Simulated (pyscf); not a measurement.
PySCF, gas phase, ωB97X-D3(BJ)/def2-SVP geometries.

Estimate by transition-state theory the rate constant of `[CH3][SnH3]` + `[SH2]` → `[CH4]` + `[SH][SnH3]` (singlet surface; C–Sn, H–S broken, C–H, S–Sn formed) at 1200 K, with ωB97M-D3(BJ)/def2-TZVP energies (ideal gas, 1 atm, RRHO with modes under 100 cm⁻¹ raised to 100, one conformer, R ln 2 for chiral ones without a mode under 150 cm⁻¹; no tunnelling).

The electronic barrier is 44.8 kcal/mol and the thermal terms add +37.3, so ΔG‡ = 82.1 kcal/mol. With k_BT/h = 2.50e+13 s⁻¹ and RT = 2.385 kcal/mol, and a volume of 1.64e-19 cm³ per molecule at 1 atm, k = 4.5e-21 cm³ molecule⁻¹ s⁻¹. Wigner's tunnelling factor for 1518i cm⁻¹ would be 1.14. A shift of 1 kcal/mol in the barrier changes k by a factor 1.5. One saddle was located; it need not be the lowest between these sides. Elements past Kr carry the def2 core potentials, without spin-orbit coupling.
